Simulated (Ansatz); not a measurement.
**Worked example: correlation energy of C₂H₅Cl, singlet**

Geometry: MP2(full)/6-31G*, from the G2/97 set.

```yaml
atoms:
  - { symbol: C, position_ang: [0.0947, 0.8946, 0.0000] }
  - { symbol: C, position_ang: [1.6005, 0.7348, 0.0000] }
  - { symbol: Cl, position_ang: [-0.7289, -0.6930, 0.0000] }
  - { symbol: H, position_ang: [-0.2503, 1.4286, 0.8852] }
  - { symbol: H, position_ang: [-0.2503, 1.4286, -0.8852] }
  - { symbol: H, position_ang: [2.0716, 1.7218, 0.0000] }
  - { symbol: H, position_ang: [1.9339, 0.1912, 0.8854] }
  - { symbol: H, position_ang: [1.9339, 0.1912, -0.8854] }
```

Basis 6-31G* (Cartesian d functions); Ansatz 0.2.0. Correlated methods freeze the noble-gas cores, which leaves 20 electrons in 52 orbitals. Prefix R: restricted or restricted open-shell reference.

Full CI isn't at hand for all of this; RCCSDT(Q) serves as the reference, and is uncertain by about the last step of the cluster series.

Runs differ by some tens of microhartree through their thresholds, so steps under 0.03 kcal/mol mean nothing.

| level | total energy (hartree) |
| --- | --- |
| RHF | -538.131175 |
| RMP2 | -538.524010 |
| RCCSD | -538.563685 |
| RCCSD(T) | -538.574982 |
| RCCSDT | -538.575761 |
| RCCSDT(Q) | -538.576292 |

Q: What is the correlation energy at RCCSDT(Q), and what share of it do RMP2 and RCCSDT recover?

A: E(corr) = -538.576292 − (-538.131175) = -0.445117 hartree = -12.112 eV. RMP2: -0.392835 / -0.445117 = 88.25 %. RCCSDT: -0.444586 / -0.445117 = 99.88 %.

Q: By how many kcal/mol does RCCSD(T) miss RCCSDT(Q) (1 hartree = 627.509 kcal/mol), and which steps make up the rest?

A: -538.574982 − (-538.576292) = 0.001310 hartree = 0.82 kcal/mol. Steps: RCCSDT − RCCSD(T) = -0.49, RCCSDT(Q) − RCCSDT = -0.33 kcal/mol. Differences between like states or geometries often cancel part of this.
